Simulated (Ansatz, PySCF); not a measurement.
**Diamond, cohesive energy**

Reference value: 7.55 eV/atom (measured, static lattice: zero-point vibration energy added; as tabulated in Mejia-Rodriguez and Trickey (2018), arXiv:1807.09216).

Which of these levels comes closest to the reference?
(A) PBE (PySCF)
(B) LDA (Ansatz, a quantum-chemistry and plane-wave program)
(C) MP2 (PySCF)

A, PBE (PySCF)

```json
[
 {"level (code)": "LDA (Ansatz)", "value (eV/atom)": "8.95", "cell (Å³/atom)": "5.51", "error (eV/atom)": "+1.40"},
 {"level (code)": "PBE (PySCF)", "value (eV/atom)": "7.72 ± 0.04", "cell (Å³/atom)": "5.70", "error (eV/atom)": "+0.17"},
 {"level (code)": "MP2 (PySCF)", "value (eV/atom)": "8.10 ± 0.1", "cell (Å³/atom)": "5.53", "error (eV/atom)": "+0.55"}
]
```

Closest of the ranked levels: PBE (+0.17 eV/atom). Among them LDA (+1.40 eV/atom) misses by most. Every level misses the reference by more than 0.1 eV/atom.

A ± on a computed value is a rough bar: the spread of its extrapolation, a floor set from checks against published values, or a statistical error. Each level is taken at its own relaxed cell. Ansatz's density-functional and Hartree–Fock values are scalar-relativistic unless marked +SOC, with PAW data made under PBE.

Differences are worked out from the printed values.
